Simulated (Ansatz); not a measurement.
Two isomers of C4H5Cl: A = `C=C=C(C)Cl`, B = `CC=C=CCl`.

Calculated with Ansatz (gas phase, PBE0-D4/def2-TZVP geometries, no zero-point term in ΔE). CCSD(T)/CBS adds triple-zeta CCSD(T) − MP2 to the extrapolated MP2 energy (def2 sets, frozen cores). DFT in def2-TZVPP.

**Question.** Which isomer does CCSD(T)/CBS put lower? Give the gap. (An estimate is asked.)

**Answer.** Ansatz gave: A, by 7.5 kJ/mol.

**Question.** Give E(B) − E(A) in kJ/mol with CCSD(T)/def2-TZVPP, r2SCAN-D4, HF/def2-TZVPP, MP2/def2-TZVPP, ωB97M-V, PBE0-D4, CCSD/def2-TZVPP. (An estimate is asked.)

**Answer.** The calculation gave: CCSD(T)/def2-TZVPP 7.0, r2SCAN-D4 6.8, HF/def2-TZVPP 3.4, MP2/def2-TZVPP 8.9, ωB97M-V 7.1, PBE0-D4 5.8, CCSD/def2-TZVPP 6.3. None reverses the order clearly.

Largest T1 diagnostic: 0.011.

In def2-TZVPP, CCSD(T) changes the Hartree–Fock value by +3.6 kJ/mol (the triples alone add +0.7 kJ/mol) and MP2 by +5.5 kJ/mol.
